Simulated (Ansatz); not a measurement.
## Counterpoise correction, worked out

The pair of CH4 (SMILES C, atoms 1–5) and SiH4 (SMILES [SiH4], atoms 6–10), both closed shells, in one local arrangement (a lower one may exist), relaxed at PBE0-D4/def2-TZVP:

```xyz
10
angstrom
C -0.0242 -0.0188 -2.2351
H -0.2053 -1.0800 -2.4040
H 0.7489 0.3311 -2.9187
H 0.3037 0.1358 -1.2077
H -0.9438 0.5389 -2.4100
Si 0.0234 0.0184 2.2357
H 1.0678 0.5971 1.3530
H -0.1514 0.8858 3.4280
H 0.4394 -1.3399 2.6672
H -1.2584 -0.0683 1.4918
```

Computed with Ansatz 0.2.0 (basis: def2-TZVPPD); correlated methods freeze the cores.

CCSD(T) total energies in eV:

| system | geometry | basis functions | energy |
| --- | --- | --- | --- |
| pair | pair | all | -9030.81839 |
| CH4 | as in the pair | all (partner as ghosts) | -1100.41530 |
| SiH4 | as in the pair | all (partner as ghosts) | -7930.38895 |
| CH4 | as in the pair | its own | -1100.41235 |
| SiH4 | as in the pair | its own | -7930.38537 |
| CH4 | free (PBE0-D4 minimum) | its own | -1100.41235 |
| SiH4 | free (PBE0-D4 minimum) | its own | -7930.38537 |

Q: Work out the interaction energy with and without the counterpoise correction, the superposition error, and the binding energy from the relaxed fragments.

A: Without correction: -9030.81839 − (-1100.41235) − (-7930.38537) = -0.02067 eV.
With correction (each fragment in the whole basis): -9030.81839 − (-1100.41530) − (-7930.38895) = -0.01414 eV = -0.33 kcal/mol.
The superposition error is the difference, 0.00653 eV, 32 % of the uncorrected value: each fragment borrows its partner's functions.
Deformation from the free shapes: 0.00000 eV for CH4 and 0.00000 eV for SiH4.
Binding energy from relaxed fragments: -0.01414 + 0.00000 + 0.00000 = -0.01414 eV = -0.33 kcal/mol (electronic, without zero-point energy; negative means bound). For comparison, the corrected interaction energy by CCSD(T) at an estimated basis limit (MP2 extrapolated from triple and quadruple zeta, plus CCSD(T) − MP2 in triple zeta) is -0.017 eV.

The T1 diagnostic stays at or below 0.011.

For scale, one of the runs: CCSD(T)/def2-TZVPPD, 221 basis functions (an equivalent command: `ansatz run in.yaml --threads 2`). Hardware: 2 CPU threads, shared host. Wall time 36 s; peak host memory 3.3 GiB.
